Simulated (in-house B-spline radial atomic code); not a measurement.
Ne. Computed with a B-spline radial atomic code. Model: non-relativistic spherical atom: semilocal Troullier-Martins pseudo-atom, one channel per l, against all electrons, high spin, G0W0 and RPA with empty states to l = 8, local potential for every l without a channel, a model core (radius 0 = none) keeps its share of the functional.

What the tables leave out is listed at the end.

The pseudopotential gives back the lowest level of each angular momentum of its own functional in the configuration it was made in; a second state of the same l is only approximately right. Exact exchange, RPA and GW see the smooth pseudo-orbitals and miss the exchange with the core, for which the functional's share stands in. The column with an uncorrelated core keeps all orbitals and exact exchange, and so separates missing core correlation from pseudisation. Only the three outermost levels and the lowest empty one were computed. RPA here is direct RPA, with no exchange kernel, and its energies carry an (l + 1/2)⁻⁴ tail. A hybrid on a potential with a model core restores only its own semilocal share of the core's exchange.

Command:
```bash
python run_psgw.py task.json out
```
Settings (lengths in bohr, energies in hartree):
```
Z                      10
electrons              10
configuration          [He] 2s2 2p6
generated_in           [He] 2s2 2p6
functional             pbe,pbe
core_shells            1
radius_factor          1
core_correction        True
```

Cost of the run: 13 s on 1 thread of Arm Neoverse N1, on a shared host.

Given: made with PBE; model core radius 0.257 bohr; local radius 0.722 bohr; mean-field start PBE.

Valence shells of the generating configuration: 2s, 2p.

Channel: s 0.684, p 0.936 (radii in bohr).

Computed: largest level miss in the spin-unpolarised generating configuration 0 eV; valence RPA correlation energy all-electron orbitals -0.49122 hartree; all-electron RPA polarisability, core included 2.8102 bohr³; pseudo-atom RPA polarisability 2.7962 bohr³.

| level | occupied | mean-field all-electron (eV) | mean-field pseudo minus all (eV) | G0W0 all-electron (eV) | G0W0 uncorrelated core minus all (eV) | G0W0 pseudo minus all (eV) | exchange self-energy all-electron (eV) | exchange self-energy pseudo (eV) |
| --- | --- | --- | --- | --- | --- | --- | --- | --- |
| 2p | 1 | -13.347 | 0 | -20.585 | 0.051 | 0.22 | -37.41 | -36.345 |

**Question.** What is the valence RPA correlation energy pseudo?

**Answer.** -0.48109 hartree.

Given: mean-field start PBE0.

Computed: valence RPA correlation energy all-electron orbitals -0.46607 hartree; all-electron RPA polarisability, core included 2.3536 bohr³; pseudo-atom RPA polarisability 2.3572 bohr³.

```tsv
level	occupied	mean-field all-electron (eV)	mean-field pseudo minus all (eV)	G0W0 all-electron (eV)	G0W0 uncorrelated core minus all (eV)	G0W0 pseudo minus all (eV)	exchange self-energy all-electron (eV)	exchange self-energy pseudo (eV)
2p	1	-15.996	0.028	-21.2	0.054	0.219	-37.553	-36.435
```

**Question.** What is the valence RPA correlation energy pseudo?

**Answer.** -0.45627 hartree.

Among the listed levels the largest G0W0 shift of the pseudo-atom is +0.22 eV, for 2p on the PBE start, while leaving the core uncorrelated moves that level by +0.05 eV. So pseudisation and the lost core exchange, not the missing core correlation, make the error. Not in the tables (levels of low weight, unsolved or above zero; the highest and the empty levels are kept at any weight): on PBE the G0W0 levels 2s (pseudo minus all -0.09 eV, weights 0.21 and 0.26); on PBE0 the G0W0 levels 2s (pseudo minus all -1.49 eV, weights 0.31 and 0.20); no Hartree-Fock pseudo-atom is run with a model core.
